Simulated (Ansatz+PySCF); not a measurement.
Results of a calculation; reference values are marked as such.
## PySCF 2.14.0 run

```python
from pyscf import gto, scf, mp

# the (T+d) and (D+d) sets load through basis_set_exchange
mol = gto.M(atom="""
S 0.000000 0.000000 0.935110
S 0.000000 0.000000 -0.935110
""", basis='cc-pv(t+d)z', charge=0, spin=2)
mf = scf.UHF(mol)
mf.kernel()
pt = mp.MP2(mf, frozen=10).run()
print(mf.e_tot, pt.e_corr, pt.e_tot)
```

The script is written out from the run's settings.

Results

* Converged: yes
* Reference energy: -795.10106 hartree
* Correlation energy: -0.31157 hartree
* Total energy: -795.41263 hartree
* Spin squared of the determinant: 2.055
